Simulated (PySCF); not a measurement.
Structure from NMR data

An unknown has the formula C$_{4}$H$_{5}$N. Its calculated NMR data are:

¹H NMR (600 MHz, computed): δ 7.45 (dd, J = 18.3, 11.7 Hz, 1H), 6.72 (d, J = 11.7 Hz, 1H), 6.41 (d, J = 18.3 Hz, 1H), 1.31 (s, 2H).

¹³C{¹H} NMR (computed): δ 173.8 (C), 143.1 (CH2), 130.2 (CH), 19.7 (CH2).

Isolated molecule, non-relativistic Hamiltonian, one conformer, rapidly exchanging positions averaged. Geometry: GFN2-xTB; shielding tensors at PBE0/pcSseg-1 (GIAO); spin–spin couplings from B3LYP/pcJ-1 (spin–dipole term only in couplings to heteroatoms); PySCF.

Shifts are taken against calculated references (same method and geometry level): TMS for ¹H (σ = 31.72 ppm) and ¹³C (σ = 186.93 ppm).

Q: Choose the structure that fits.
A. C#C/C=N/C
B. C/C=C/C#N
C. C=CC1=NC1

A: C. 

The formula gives 3 degrees of unsaturation (1 ring in the answer). 4 carbon signals for 4 carbons: no two carbons are equivalent. Carbon types of the structure: 1 × C, 1 × CH, 2 × CH2, which accounts for all hydrogens. δC 173.8: C=N carbon. δC 143.1: terminal =CH2 carbon; the olefinic region. δC 130.2: alkene CH; the olefinic region. δH 7.45: hydrogen on an alkene CH; attached to an sp2 carbon and in the plane of the double bond. δH 6.72, 6.41: hydrogen on a terminal =CH2 carbon; olefinic region. The protons at 6.41 and 7.45 share a coupling of 18.3 Hz (vicinal, trans across C=C). The protons at 6.72 and 7.45 share a coupling of 11.7 Hz (vicinal, cis across C=C).

The others: C#C/C=N/C would give 3 signals for carbon-bound and other non-exchanging H, not 4; C/C=C/C#N would give 3 signals for carbon-bound and other non-exchanging H, not 4.

Multiplet labels drop couplings under 1 Hz and merge nearly equal ones. Unscaled 3J(H,H) at this level run about 10 % above measured values. Shifts are as computed. Against solution values, carbons near 30 ppm lie about +3 ppm off and those near 130 ppm about +5 ppm. Of 1211 compounds with measured shifts, 218 miss one by over three times the rms of a fit or turn the order of signals round; such compounds aren't used in these exercises.
